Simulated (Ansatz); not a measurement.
**[H···H···Cl], doublet: transfer scan**

Starting geometry:

```xyz
3

H     0.0000    0.0000   -1.1410
H     0.0000    0.0000   -0.3960
Cl    0.0000    0.0000    1.5370
```

From there H2 is moved from one fragment to the other while all else, the fragments' distance too, stays fixed, so the hump isn't the reaction's barrier; atoms are numbered as listed. Energies are in kJ/mol, counted from the starting geometry at the same level.

Basis cc-pVDZ; Ansatz 0.2.0. Only valence electrons are correlated (noble-gas cores frozen). Prefix R: restricted or restricted open-shell reference.

Full CI is exact within this basis and frozen core; it isn't the basis-set limit.

| distance H1-H2 (Å) | RMP2 |
| --- | --- |
| 0.693 | 6.2 |
| 0.745 | 0.0 |
| 0.828 | 8.5 |
| 0.912 | 28.0 |
| 0.995 | 43.7 |
| 1.078 | 44.0 |
| 1.161 | 37.3 |
| 1.245 | 19.5 |
| 1.328 | 4.0 |

Estimate the full CI curve in cc-pVDZ from this one, knowing how RMP2 errs.

The computed full CI values, in kJ/mol from the starting point, and the error of RMP2 against them:
```csv
distance H1-H2 (Å),full CI,RMP2 less full CI
0.693,7.6,-1.3
0.745,0.0,0.0
0.828,5.8,2.7
0.912,22.1,5.9
0.995,37.6,6.1
1.078,44.6,-0.6
1.161,40.3,-3.1
1.245,28.6,-9.1
1.328,17.5,-13.5
```

The error spans 19.6 kJ/mol and is largest, -13.5 kJ/mol, at 1.328 Å.
